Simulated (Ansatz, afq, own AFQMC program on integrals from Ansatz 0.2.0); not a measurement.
# AlH$_{2}$S$_{2}$, doublet: AFQMC among the cluster methods

```xyz
5

S     0.2651    1.3911   -1.2198
Al   -0.4102   -0.2700    0.0685
S     0.8049   -0.6788    1.8626
H    -0.7377    1.2431   -2.1135
H     1.6869    0.3152    1.6030
```

Connectivity, by distances: SH–Al–SH.

Basis def2-TZVP. Only valence electrons are correlated. Integrals, coupled cluster, full CI and functionals: Ansatz 0.2.0; the random walks run on the same integrals in our own AFQMC program. The CISD trial takes its coefficients from CCSD amplitudes. Released means that phaseless walkers are propagated on without the constraint, phases kept. Error bars are statistical, one sigma.

Determinant: UHF, the one that the program's search chose, which needn't be the lowest solution. The geometry is a PBE0/def2-SVP stationary point of this or a neighbouring charge and spin state.

No full CI on the walks' own integrals is used here. The released AFQMC energy serves as the reference, which it does only where one determinant dominates, the energy is flat over the last release times and near the phaseless one (40 meV or 2 meV an electron, half that with transition metals). On small molecules, where full CI could be run and the noise was under 10 meV, such values lay within 10 meV of it in 19 cases of 20, a flattering rate, since the rule was set on those same cases; what remains of the bias isn't in the error bar.

Cautions: the released value is read at 1.50 1/Eh with a noise of 13 meV, more than in the cases checked (meV from the phaseless value at times in 1/Eh: -7 ± 7 at 0.24, -5 ± 5 at 0.51, -14 ± 9 at 0.99, -20 ± 13 at 1.50).

The T1 diagnostic is 0.0147, the weight of the determinant in the CISD state is 0.810 and the ⟨S²⟩ of the determinant is 0.755. The size of the correlated space is 17 electrons in 108 orbitals.

Estimate: order these by the size of their error in total energy against AFQMC with the constraint released, smallest first.
A. CCSD
B. phaseless AFQMC with a CISD trial
C. CCSD(T)
D. MP2

B (20.2 ± 14.4 meV), C (85.2 ± 12.6 meV), A (645.4 ± 12.6 meV), D (1824.3 ± 12.6 meV).

Reference: AFQMC with the constraint released, correlation energy -12.549 ± 0.013 eV.

Released energies are given only where the last usable release times agree within the noise; a slower fall can still hide under it.
